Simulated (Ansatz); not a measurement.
Geometry optimisation, RKS LDA/def2-mTZVP in Ansatz 0.2.0.

input.yaml

```yaml
crystal:
  periodic: [false, false, false]
  atoms:
    - { symbol: B, position_ang: [0.38631, -0.01264, 0.068844] }
    - { symbol: O, position_ang: [0.580498, -0.119406, 1.420621] }
    - { symbol: H, position_ang: [-0.265058, -0.212279, 1.908885] }
    - { symbol: H, position_ang: [1.333208, 0.104396, -0.647501] }
    - { symbol: F, position_ang: [-0.850059, -0.04147, -0.419249] }
basis:
  gaussian: { orbitals: def2-mTZVP }
hamiltonian:
  xc: lda
relax:
  f_tol: 0.03
  max_steps: 50
```

Command:

```bash
$ ansatz run input.yaml --threads 1 --pin off --max-ram 2048MiB --backend cpu --events-out ev --progress --plain --runs-dir out
```

Problem. Where does it end, and by what steps?

Solution. It converged. After 4 steps the energy has fallen by 0.017 eV; B1 moved furthest, 0.01 Å.

| step | energy less start (eV) | largest force component (eV/Å) | accepted |
| --- | --- | --- | --- |
| 0 | 0.0000 | 1.245 | yes |
| 1 | -0.0131 | 0.603 | yes |
| 2 | -0.0169 | 0.076 | yes |
| 3 | -0.0170 | 0.058 | yes |
| 4 | -0.0172 | 0.009 | yes |

```xyz
5
Properties=species:S:1:pos:R:3
B 0.387 -0.014 0.083
O 0.574 -0.119 1.408
H -0.261 -0.212 1.914
H 1.330 0.105 -0.650
F -0.844 -0.041 -0.424
```

Run time: 8.1 s on 1 thread of Arm Neoverse N1 (shared host), peak memory 0.12 GiB.
